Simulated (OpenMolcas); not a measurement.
# Setting up AlH2SO (SMILES [OH][Al][SH]) in OpenMolcas

The species is AlH2SO (5 atoms), meant as a doublet with charge 0. SMILES: `[OH][Al][SH]`. The shape comes from GFN2-xTB, which is rough for such elements, and wasn't checked as a minimum. This is one conformer, not always the lowest.

```xyz
5

O    -1.1260   -0.8479   -0.0194
Al    0.5058   -0.8964   -0.2213
S     1.8675    0.8997   -0.0542
H    -2.0672   -0.8333    0.1048
H     0.8199    1.6780    0.1901
```

Settings wanted:

| Setting | Value |
| --- | --- |
| method | DFT |
| reference | UKS |
| relativity | none |
| symmetry | none |
| basis set | 3-21G |
| task | gradient |
| functional | PBE |
| dispersion | none |
| nucleus | point |
| integration grid | UltraFine |
| SCF convergence threshold | 1e-10 |
| d and f functions | spherical |

Question: Write the OpenMolcas 26.06 input and the command.

Answer: This one ran through:

run.input:
```
* AlH2OS Kohn-Sham DFT
&gateway
baslib
$CurrDir
basisset
O.3-21G....
O1 -1.125990 -0.847940 -0.019370 angstrom
End of Basis
basisset
Al.3-21G....
Al2 0.505820 -0.896390 -0.221260 angstrom
End of Basis
basisset
S.3-21G....
S3 1.867490 0.899700 -0.054240 angstrom
End of Basis
basisset
H.3-21G....
H4 -2.067240 -0.833340 0.104790 angstrom
H5 0.819910 1.677960 0.190080 angstrom
End of Basis
&seward
gridinput
Grid=UltraFine
End of Grid
&scf
uhf
spin
2
ksdft
PBE
thresholds
1e-10 1e-07 1e-07 1e-05
prorbitals
1 2
&alaska
```

```bash
$ export MOLCAS_MEM=1860
$ pymolcas run.input > run.log
```

(Basis files named in the input come from the Basis Set Exchange and aren't shown.)

Calculated total energy: -712.94950 Eh, largest force 1.709 eV/Å. The shape is far from stationary at this level.
